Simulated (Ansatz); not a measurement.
`CCC(O)=S` and `NCC(O)=S` differ in one atom or group.

Ansatz, PBE0-D4/def2-TZVP geometries, multiplicity 1. Each molecule was computed in one conformer, which needn't be the lowest.

```csv
property,`CCC(O)=S`
size of the dipole moment (B3LYP/def2-TZVPP) / D,4.36
LUMO energy (B3LYP/def2-TZVPP) / eV,-1.55
LUMO energy (PBE0/def2-TZVPP) / eV,-1.34
HOMO energy (ωB97M-V/def2-TZVPP) / eV,-8.61
HOMO–LUMO gap (B3LYP/def2-TZVPP) / eV,4.60
HOMO energy (B3LYP/def2-TZVPP) / eV,-6.16
```

(1) What does the change do to each property? (An estimate is asked.)

Results:

(1) Ansatz gave: 
| property | `NCC(O)=S` | shift |
| --- | --- | --- |
| size of the dipole moment (B3LYP/def2-TZVPP) / D | 1.94 | -2.42 |
| LUMO energy (B3LYP/def2-TZVPP) / eV | -1.73 | -0.18 |
| LUMO energy (PBE0/def2-TZVPP) / eV | -1.51 | -0.17 |
| HOMO energy (ωB97M-V/def2-TZVPP) / eV | -8.88 | -0.27 |
| HOMO–LUMO gap (B3LYP/def2-TZVPP) / eV | 4.70 | 0.10 |
| HOMO energy (B3LYP/def2-TZVPP) / eV | -6.43 | -0.27 |

With PBE0 the HOMO falls by 0.26 eV and the LUMO falls by 0.17 eV, so the gap widens by about 0.09 eV. PBE moves the HOMO by -0.21 eV and ωB97M-V by -0.27 eV. Dipoles are sizes alone; their direction can turn.

B3LYP here is the variant with VWN-RPA as its local correlation; programs differ in this.
